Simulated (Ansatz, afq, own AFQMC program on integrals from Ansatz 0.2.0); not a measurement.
**B2H2, triplet in cc-pVDZ, levels against CCSDT(Q)**

```yaml
atoms:
  - { symbol: B, position_ang: [0.0000, 0.0000, 0.6756] }
  - { symbol: B, position_ang: [0.0000, 0.0000, -0.9095] }
  - { symbol: H, position_ang: [0.0000, 1.0479, 1.2540] }
  - { symbol: H, position_ang: [0.0000, -1.0479, 1.2540] }
```

Connectivity, by distances: BH2–B.

Basis cc-pVDZ. Noble-gas cores (and the filled d shells of Ga–Kr and In–Xe) are frozen. AFQMC by an in-house program on the Cholesky factors that Ansatz 0.2.0 writes for its CCSD(T) run. ph-AFQMC/CISD is guided by a CISD state made of CCSD amplitudes; releasing the constraint for a short imaginary time cuts its bias at the price of noise, slowly where states lie close. Free projection: walkers drawn from exp(T), propagated without any constraint. Its projection time is finite, and what remains of the start isn't in its error. Error bars are statistical, one sigma.

Determinant: UHF, the one that the program's search chose, which needn't be the lowest solution. The geometry is a PBE0/def2-TZVP stationary point of this or a neighbouring charge and spin state.

No full CI on the walks' own integrals is used here; CCSDT(Q) serves as the reference and is uncertain by about the last step of the cluster series.

```
T1 diagnostic                               : 0.0314
weight of the determinant in the CISD state : 0.896
⟨S²⟩ of the determinant                     : 2.005
size of the correlated space                : 8 electrons in 36 orbitals
```

Task: Estimate: order these by the size of their error in total energy against CCSDT(Q), smallest first.
A. free-projection AFQMC
B. CCSD
C. CCSD(T)
D. MP2

Result: A (0.1 ± 0.2 kJ/mol), C (3.9 kJ/mol), B (15.8 kJ/mol), D (100.6 kJ/mol).

Reference: CCSDT(Q), correlation energy -4.313 eV.

Free projections are given only where their last times agree within the noise and don't stop above the reference; a slow remainder of the start can still hide under it. A walk keeps the symmetry of its determinant, which the program's search chose and which needn't be the lowest solution, so a lower state of the same spin and another symmetry isn't excluded.
